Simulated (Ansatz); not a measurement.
C3H9NO (`COCCN`). The species carries charge 0 and has multiplicity 1. Geometry: relaxed with PBE0-D4/def2-TZVP. It is one conformer, not always the lowest.

```xyz
14

C    -1.579    0.406    0.983
O    -1.119    0.952   -0.229
C     0.274    0.947   -0.392
C     0.843   -0.343   -0.953
N     0.812   -1.430    0.013
H    -1.112    0.909    1.842
H    -1.376   -0.666    1.051
H    -2.655    0.582    1.022
H     0.772    1.194    0.561
H     0.501    1.754   -1.095
H     0.232   -0.631   -1.814
H     1.853   -0.118   -1.336
H     1.467   -1.254    0.766
H     1.088   -2.303   -0.419
```

What is the dipole moment at B3LYP/def2-TZVPP? (An estimate is asked.)

Computed: 2.18 D, with components (2.00, -0.77, 0.37) D in this frame, pointing from negative to positive charge.

And with PBE, r2SCAN, ωB97M-V? (An estimate is asked.)

Computed: PBE 2.09 D, r2SCAN 2.13 D, ωB97M-V 2.20 D.

Give the Mulliken charges with B3LYP, r2SCAN, ωB97M-V in def2-TZVPP. (An estimate is asked.)

Computed: 
```tsv
atom	B3LYP	r2SCAN	ωB97M-V
C1	-0.12	0.00	-0.18
O2	-0.33	-0.34	-0.31
C3	0.04	0.14	-0.05
C4	-0.03	0.06	-0.08
N5	-0.34	-0.37	-0.30
H6	0.07	0.03	0.09
H7	0.10	0.07	0.12
H8	0.11	0.06	0.12
H9	0.04	0.00	0.08
H10	0.08	0.03	0.10
H11	0.07	0.04	0.10
H12	0.06	0.02	0.09
H13	0.12	0.13	0.11
H14	0.12	0.13	0.10
```

B3LYP here is the variant with VWN-RPA as its local correlation; programs differ in this.
